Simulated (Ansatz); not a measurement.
BH$_{2}$, doublet in aug-cc-pVDZ: errors against full CI

Geometry: a PBE0/def2-TZVP stationary point for this spin, not checked as a minimum.

```xyz
3

B     0.0000   -0.0800    0.0000
H     0.0000    0.4291   -1.0770
H     0.0000    0.4291    1.0770
```

Basis aug-cc-pVDZ; Ansatz 0.2.0. Correlated methods freeze the noble-gas cores, which leaves 5 electrons in 40 orbitals. Prefix R: restricted or restricted open-shell reference; prefix U: unrestricted. Active spaces: valence = (5e, 6o) chosen from the atoms' valence shells.

Full CI is exact within this basis and frozen core; it isn't the basis-set limit. The frozen core follows each run's orbitals, which can shift R against U totals by a few meV.

For open shells CISD is restricted-active-space CI with the open shells as a complete middle space.

```
UHF ⟨S²⟩                          : 0.754
T1 diagnostic (RCCSD)             : 0.0150
largest doubles amplitude (RCCSD) : 0.033
T1 diagnostic (UCCSD)             : 0.0094
```

```
                   level  E − E(full CI) (kJ/mol)  share of correlation (%)  wall time
                     RHF                    241.5                      0.00          –
                     UHF                    238.0                      1.47          –
                    RMP2                     57.9                     76.01          –
                    UMP2                     57.5                     76.19          –
                    CISD                      9.4                     96.10      0.6 s
                   RCCSD                      4.8                     98.02          –
                   UCCSD                      4.7                     98.04          –
                RCCSD(T)                      1.2                     99.52      1.3 s
                UCCSD(T)                      1.1                     99.53      1.3 s
                 BCCD(T)                      1.2                     99.52     0.87 s
                  RCCSDT                      0.1                     99.97          –
                  UCCSDT                      0.0                     99.98          –
               RCCSDT(Q)                      0.0                     99.99        9 s
               UCCSDT(Q)                      0.0                    100.00      8.5 s
  CASSCF (valence space)                    152.6                     36.81          –
  NEVPT2 (valence space)                     43.8                     81.85     0.42 s
  MRCISD (valence space)                      4.5                     98.15          –
MRCISD+Q (valence space)                     -0.1                    100.05     0.84 s
```

The correlation energy at full CI, counted from RHF, is -2.503 eV. That run took 14 s on 1 thread of Arm Neoverse V2, shared host over 1,948,494 determinants.

Times hold each run's SCF and search for its determinant on a shared host, so for small cases they say little of a method's own cost; they ran on 1 thread of Arm Neoverse V2.

The full-CI state has the irrep A1 of C2v, in the program's axes.

Natural occupations of full CI about the gap: 1.955 1.954 0.988 0.020 0.019 0.018 0.008 0.008 0.007 0.005; effectively unpaired electrons, Σ n²(2−n)², 1.02.

Atomization energy (electronic, same basis, no zero-point term; atoms at the same level, unrestricted beside the R rows where the molecule is a closed shell, with restricted open-shell steps beyond CCSDT(Q)) at full CI: 667.4 kJ/mol. Errors of other levels:

| level | error (kJ/mol) |
| --- | --- |
| RHF | -71.9 |
| UHF | -78.0 |
| RMP2 | 5.2 |
| UMP2 | 5.1 |
| CISD | -5.5 |
| RCCSD | -1.1 |
| UCCSD | -1.3 |
| RCCSD(T) | -0.1 |
| UCCSD(T) | -0.1 |
| BCCD(T) | -0.1 |
| RCCSDT | -0.1 |
| UCCSDT | -0.1 |
| RCCSDT(Q) | 0.0 |
| UCCSDT(Q) | 0.0 |
| CASSCF (valence space) | -71.5 |
| NEVPT2 (valence space) | -20.1 |
| MRCISD (valence space) | -3.9 |
| MRCISD+Q (valence space) | -1.6 |

This basis is far from its limit, so the value isn't to be set against a measured one. Truncated CI isn't size-consistent, which counts against it in atomization.
